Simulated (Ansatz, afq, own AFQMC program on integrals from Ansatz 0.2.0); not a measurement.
**BH⁻, doublet in aug-cc-pVDZ, levels against full CI**

```yaml
atoms:
  - { symbol: B, position_ang: [0.0000, 0.0000, 0.0000] }
  - { symbol: H, position_ang: [0.0000, 0.0000, 1.3590] }
```

Basis aug-cc-pVDZ. Only valence electrons are correlated. Integrals, coupled cluster, full CI and functionals: Ansatz 0.2.0; the random walks run on the same integrals in our own AFQMC program. The CISD trial takes its coefficients from CCSD amplitudes. Released means that phaseless walkers are propagated on without the constraint, phases kept. Error bars are statistical, one sigma.

Determinant: UHF, the one that the program's search chose, which needn't be the lowest solution. The geometry is a point of a scan.

Full CI on the same integrals is exact in this basis and with this determinant's frozen core.

Cautions: strong correlation (T1 0.105, weight of the determinant 0.80, largest double 0.08); unrestricted determinant spin contaminated (⟨S²⟩ 1.07 against 0.75).

The T1 diagnostic is 0.1050 and the weight of the determinant in the CISD state is 0.805. The ⟨S²⟩ of the determinant is 1.067 and the size of the correlated space is 5 electrons in 31 orbitals.

| level | correlation energy (eV) |
| --- | --- |
| MP2 | -1.9533 |
| CCSD | -2.7537 |
| CCSD(T) | -2.8491 |

(1) Estimate where AFQMC with the constraint released lies against CCSD(T) on the same integrals.

(1) 3.3 ± 0.2 kJ/mol below CCSD(T).

Reference: full CI, correlation energy -2.888 eV. The released energy is read at 2.40 1/Eh (meV from the phaseless value at times in 1/Eh: -5.5 ± 2.5 at 0.24, -5.4 ± 1.9 at 0.51, -9.6 ± 1.9 at 0.99, -11.4 ± 2.1 at 1.62, -8.3 ± 2.0 at 2.40). The cautions show a poor starting determinant, so the rows tell how each method copes with it here, and full CI is the sure value.

| level | E − E(reference) (kJ/mol) | share of correlation (%) |
| --- | --- | --- |
| CCSD(T) | 3.8 | 98.64 |
| CCSDT | 0.5 | 99.84 |
| CCSDT(Q) | 0.1 | 99.98 |
| CCSDTQ | 0.0 | 100.00 |
| ph-AFQMC/CISD | 1.3 ± 0.3 | 99.52 |
| released AFQMC | 0.5 ± 0.2 | 99.81 |

CCSDT and higher add their correlation energy to the determinant of the CCSD(T) run, since their own runs factorise the integrals more tightly (a shift of under 2 meV). Released energies are given only where the last usable release times agree within the noise; a slower fall can still hide under it.
